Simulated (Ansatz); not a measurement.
Chalcopyrite CdSnAs2 was calculated with HSE06 in Ansatz (PAW).

Numerical settings: plane-wave cutoff 460 eV, 6×6×6 k mesh, Fermi–Dirac smearing 0.01 eV, scalar-relativistic PAW data made under PBE.

Computed at the level's own relaxed cell.

Problem. What does this level give for the band gap, equilibrium lattice constant a and c axis length?

Solution. 
- band gap = 0.21 eV (on the SCF k mesh)
- equilibrium lattice constant a = 6.145 Å
- c axis length = 12.028 Å

Measured, for comparison: band gap 0.26 eV (temperature not stated, not corrected to a static lattice, direct or pseudo-direct at Γ; as tabulated in Ghosh et al. (2024), arXiv:2401.16805).

Note: the relaxation could not lower the start's symmetry, so the cell can be a saddle point above a distorted one.

Spin–orbit coupling is not included.

Computed values are for the static lattice.

It cost very roughly 4 core-hours of CPU time.

Ansatz is a program for electronic structure.
